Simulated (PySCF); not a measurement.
ClH5Si2.
Z-matrix (Å and degrees, PBE0-D3(BJ)/def2-SVP geometry), rows numbered from 1:
```
Si
Si  1  2.3559
Cl  2  2.0773  1  109.16
H   1  1.4951  2  109.87  3   120.70
H   1  1.4950  2  110.00  3  -119.61
H   1  1.4931  2  109.31  3     0.58
H   2  1.4922  1  111.42  3  -119.00
H   2  1.4923  1  111.53  3   119.24
```

The closed-shell ground state was solved at several levels (PySCF, density fitting, gas phase, non-relativistic).

```
              level  basis functions  HOMO (eV)  LUMO (eV)  gap (eV)  dipole (D)
      PBE0/pcSseg-1               97      -8.32      -0.85      7.47        1.75
      B3LYP/cc-pVTZ              172      -8.01      -0.94      7.07        1.40
    B3LYP/def2-TZVP              141      -8.01      -0.99      7.02        1.36
B3LYP/aug-cc-pVTZ-J              304      -8.04      -1.16      6.88        1.40
       B3LYP/6-31G*               64      -7.95      -0.83      7.12        1.80
CAM-B3LYP/def2-SVPD              115      -9.55       0.15      9.70        1.57
```

Estimate the row for wB97X-D/pcSseg-2, a basis of 199 functions; the other rows only guide the guess.

HOMO -10.08 eV, LUMO 0.86 eV, gap 10.94 eV, dipole 1.66 D.

Over all these levels, which gives the widest orbital gap and which the narrowest?

wB97X-D/pcSseg-2 (range-separated hybrid) has the widest, 10.94 eV, and B3LYP/aug-cc-pVTZ-J (global hybrid, 20 % exact exchange) the narrowest, 6.88 eV. Functional and basis both differ between the two, so the spread mixes both effects.

How much does the basis alone move the frontier levels among the 4 B3LYP rows?

The HOMO by 0.09 eV and the LUMO by 0.33 eV. By rising basis size (HOMO, LUMO in eV): 6-31G* -7.95, -0.83; def2-TZVP -8.01, -0.99; cc-pVTZ -8.01, -0.94; aug-cc-pVTZ-J -8.04, -1.16.

How far do the dipole and the HOMO energy spread over the levels?

The dipole runs from 1.36 to 1.80 D (mean 1.56 D) and the HOMO from -10.08 to -7.95 eV.
